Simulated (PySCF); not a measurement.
**MCl for M along the third period**

CCSD(T) with triple-zeta basis sets in PySCF, for the lowest determinant that a PBE0 search found; no spin–orbit coupling. De refers to high-spin ground-configuration atoms.

| M | basis | reference, frozen orbitals | state (unpaired electrons) | Re (Å) | ωe (cm⁻¹) | De (eV) |
| --- | --- | --- | --- | --- | --- | --- |
| Na | def2-TZVPP | RHF, 6 | singlet (closed shell) | 2.360 | 365 | 4.00 |
| Mg | x2c-TZVPPall | UHF, 6 | doublet (σ ↑) | 2.213 | 462 | 3.10 |
| Al | def2-TZVPP | RHF, 10 | singlet (closed shell) | 2.146 | 484 | 5.09 |
| Si | x2c-TZVPPall | UHF, 10 | doublet (π ↑) | 2.073 | 535 | 4.18 |
| Cl | def2-TZVPP | RHF, 10 | singlet (closed shell) | 2.009 | 546 | 2.30 |

Q: By what factor does the well depth vary along the series?

A: At CCSD(T) it runs from 2.30 eV (Cl2) to 5.09 eV (AlCl), a factor of 2.21.

The rows differ in basis set, which adds steps of its own.

The state changes along the series, so neighbouring rows are not always alike in their bonding.

Correlated steps freeze the inner cores (6 to 10 orbitals); shallow outer-core shells are correlated. Where the molecule has an RHF reference, its open-shell atoms are computed with UHF. States were picked by a PBE0 search and need not be the measured ground states.
